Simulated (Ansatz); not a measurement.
Born–Oppenheimer molecular dynamics of C$_{2}$H$_{2}$O$_{2}$ (6 atoms, charge 0, multiplicity 1). It starts at the highest image of a converged band, a first-order saddle point between two minima.

All numbers below come from RKS PBE0-D4/6-31G* in Ansatz 0.2.0.

* ensemble: NVE (velocity Verlet)
* time step: 0.5 fs
* steps asked: 200
* starting velocities drawn for: 100 K
* seed: 8174

Frames 2.5 fs apart, positions in Å, forces in eV/Å.

Velocities at 10.0 fs (Å/ps):

```
O -1.23 0.04 -0.71
C 1.43 0.42 1.20
C 0.23 2.28 4.42
O -3.22 -1.49 -2.22
H 4.20 -10.07 -2.09
H 46.81 0.94 -18.43
```

```xyz
6
Properties=species:S:1:pos:R:3:forces:R:3 time_fs=10.0 energy_less_start_eV=-0.120 T=334
O 0.926 0.150 -1.423 0.41 -0.28 0.07
C 0.097 -0.132 -0.464 0.47 -0.60 -0.97
C -0.650 0.117 0.520 -0.99 0.24 1.56
O -1.610 0.060 1.390 -1.11 -0.26 -0.71
H 1.521 -0.622 -1.578 -0.42 0.51 0.09
H -0.162 0.356 1.486 1.65 0.39 -0.04
6
Properties=species:S:1:pos:R:3:forces:R:3 time_fs=12.5 energy_less_start_eV=-0.517 T=1102
O 0.924 0.149 -1.424 0.26 -0.16 0.25
C 0.101 -0.132 -0.464 0.56 -0.91 -1.09
C -0.652 0.123 0.537 -1.22 0.65 3.93
O -1.620 0.055 1.383 -0.66 -0.28 -1.80
H 1.516 -0.627 -1.580 -0.42 0.53 0.07
H 0.005 0.368 1.427 1.48 0.17 -1.36
6
Properties=species:S:1:pos:R:3:forces:R:3 time_fs=15.0 energy_less_start_eV=-1.185 T=2389
O 0.923 0.149 -1.425 -0.60 1.27 0.37
C 0.109 -0.137 -0.468 -0.44 -1.13 0.42
C -0.660 0.133 0.572 -0.17 0.76 3.47
O -1.632 0.050 1.368 0.45 -0.14 -2.34
H 1.490 -0.607 -1.579 0.48 -0.64 -0.21
H 0.255 0.391 1.293 0.28 -0.13 -1.71
6
Properties=species:S:1:pos:R:3:forces:R:3 time_fs=17.5 energy_less_start_eV=-1.416 T=2833
O 0.920 0.152 -1.424 -0.08 1.04 -0.25
C 0.114 -0.148 -0.470 -1.97 -0.95 3.17
C -0.668 0.146 0.623 2.25 0.39 -1.46
O -1.643 0.044 1.346 0.81 0.06 -0.83
H 1.485 -0.616 -1.589 0.17 -0.14 -0.10
H 0.520 0.405 1.064 -1.17 -0.40 -0.53
6
Properties=species:S:1:pos:R:3:forces:R:3 time_fs=20.0 energy_less_start_eV=-1.035 T=2102
O 0.916 0.159 -1.425 0.26 0.12 -0.94
C 0.109 -0.164 -0.457 -1.59 -0.30 5.09
C -0.665 0.162 0.667 2.79 -0.09 -6.14
O -1.651 0.039 1.321 0.36 0.15 1.18
H 1.489 -0.631 -1.604 -0.55 0.84 0.20
H 0.723 0.396 0.802 -1.27 -0.72 0.62
6
Properties=species:S:1:pos:R:3:forces:R:3 time_fs=22.5 energy_less_start_eV=-0.861 T=1765
O 0.913 0.167 -1.429 -1.22 0.69 -0.96
C 0.098 -0.180 -0.418 1.14 0.71 4.76
C -0.650 0.176 0.681 -0.16 -0.61 -6.60
O -1.657 0.034 1.300 1.05 0.42 1.67
H 1.466 -0.606 -1.609 -0.04 -0.01 0.11
H 0.852 0.343 0.575 -0.76 -1.21 1.03
6
Properties=species:S:1:pos:R:3:forces:R:3 time_fs=25.0 energy_less_start_eV=-1.009 T=2051
O 0.905 0.178 -1.436 -2.64 1.27 -0.69
C 0.093 -0.194 -0.357 4.78 0.99 1.45
C -0.637 0.188 0.665 -4.87 -0.75 -3.03
O -1.659 0.031 1.284 2.36 0.93 0.99
H 1.442 -0.582 -1.609 0.54 -0.92 -0.07
H 0.935 0.218 0.408 -0.17 -1.52 1.35
6
Properties=species:S:1:pos:R:3:forces:R:3 time_fs=27.5 energy_less_start_eV=-1.432 T=2872
O 0.888 0.193 -1.446 -2.05 -0.27 -0.55
C 0.111 -0.203 -0.290 7.43 0.04 -3.09
C -0.647 0.197 0.633 -7.70 -0.04 1.16
O -1.653 0.031 1.272 2.24 1.26 0.50
H 1.440 -0.600 -1.610 -0.44 0.48 0.13
H 1.010 0.004 0.324 0.52 -1.48 1.86
6
Properties=species:S:1:pos:R:3:forces:R:3 time_fs=30.0 energy_less_start_eV=-2.414 T=4764
O 0.863 0.207 -1.458 -1.81 -0.71 0.58
C 0.166 -0.211 -0.235 7.42 -0.12 -3.28
C -0.693 0.205 0.605 -3.63 0.07 0.14
O -1.639 0.036 1.263 -0.80 0.96 1.58
H 1.417 -0.595 -1.606 -0.53 0.82 -0.09
H 1.107 -0.296 0.343 -0.64 -1.02 1.08
6
Properties=species:S:1:pos:R:3:forces:R:3 time_fs=32.5 energy_less_start_eV=-2.908 T=5717
O 0.831 0.219 -1.467 -2.12 0.28 2.23
C 0.256 -0.220 -0.197 3.63 0.10 -0.40
C -0.755 0.213 0.576 5.16 -0.87 -4.53
O -1.629 0.044 1.261 -5.06 0.23 3.99
H 1.370 -0.550 -1.609 0.63 -0.53 -0.73
H 1.162 -0.651 0.423 -2.24 0.79 -0.56
6
Properties=species:S:1:pos:R:3:forces:R:3 time_fs=35.0 energy_less_start_eV=-2.760 T=5435
O 0.792 0.231 -1.468 -0.66 -0.75 2.68
C 0.364 -0.228 -0.160 -1.35 0.59 1.11
C -0.795 0.216 0.526 7.36 -2.63 -4.13
O -1.636 0.053 1.272 -3.78 0.57 2.64
H 1.351 -0.527 -1.654 0.36 -0.02 -0.87
H 1.094 -0.960 0.473 -1.93 2.25 -1.43
6
Properties=species:S:1:pos:R:3:forces:R:3 time_fs=37.5 energy_less_start_eV=-2.544 T=5017
O 0.750 0.240 -1.460 1.28 -2.42 2.01
C 0.466 -0.233 -0.119 -4.61 2.00 0.60
C -0.800 0.206 0.458 3.22 -4.28 1.19
O -1.655 0.065 1.292 1.48 1.61 -2.24
H 1.351 -0.501 -1.746 -0.71 1.24 -0.25
H 0.915 -1.143 0.442 -0.66 1.85 -1.30
```

Of the whole run (100 fs, mean temperature of the second half 3799 K): The conserved energy stayed within 0.98 meV per atom of its start (net change -0.69 meV per atom), so the integration is sound. The system heated up, since it started high on the potential surface and ran downhill. A run of 0.1 ps of so small a system gives no equilibrium averages. The orbitals stay closed-shell, which can raise the energy where a bond breaks towards radicals; this wasn't checked here.

Time of the run: 4.6 min on 1 thread of Arm Neoverse V2, on a shared host, peak memory 0.11 GiB.
